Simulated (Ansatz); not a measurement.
Energy needed to pull apart C₂H₂ClF (SMILES FC=CCl), closed shell, into free ground-state atoms, from the structure below (displaced at random from a GFN2-xTB minimum); no zero-point or spin–orbit terms; open-shell atoms are treated unrestricted, in their ground-state multiplicity.

```xyz
6
angstrom
F -0.2883 1.7966 0.1932
C 0.0714 0.3952 -0.3527
C 0.1848 -0.4589 0.4482
Cl 0.3314 -2.0583 -0.1749
H 0.2254 0.4023 -1.4522
H -0.2931 -0.3855 1.5065
```

Program: Ansatz 0.2.0. Basis: def2-TZVPP. Cores are frozen in the correlated methods.

| method | atomization energy (kJ/mol) |
| --- | --- |
| PBE-D4 | 2245 |
| revPBE-D4 | 2168 |
| r2SCAN-D4 | ? |
| PBE0-D4 | 2160 |
| CAM-B3LYP-D4 | ? |
| wB97M-V | 2147 |
| HF | 1426 |
| MP2 | 2132 |
| CCSD | 2005 |
| CCSD(T) | 2056 |

Question: What does CAM-B3LYP-D4 give? (Judge from chemistry; the value comes from the calculation.)

Answer: By the calculation: 2142 kJ/mol, which is about 86 kJ/mol more than CCSD(T)/def2-TZVPP.

Question: What does r2SCAN-D4 give? (Judge from chemistry; the value comes from the calculation.)

Answer: The calculation gives: 2155 kJ/mol, which is about 99 kJ/mol more than CCSD(T)/def2-TZVPP.

In triple zeta the MP2 and coupled-cluster atomization energies are still short of their basis limit by a few kcal/mol a bond, whereas those of the functionals are nearly converged, so these differences are not deviations from converged CCSD(T).

The T1 diagnostic stays at or below 0.013.

For scale, one of the runs: CCSD(T)/def2-TZVPP forces, 163 basis functions (an equivalent command: `ansatz run in.yaml --threads 4`). Hardware: 4 CPU threads, shared host. Wall time 110 s; peak host memory 2.4 GiB.
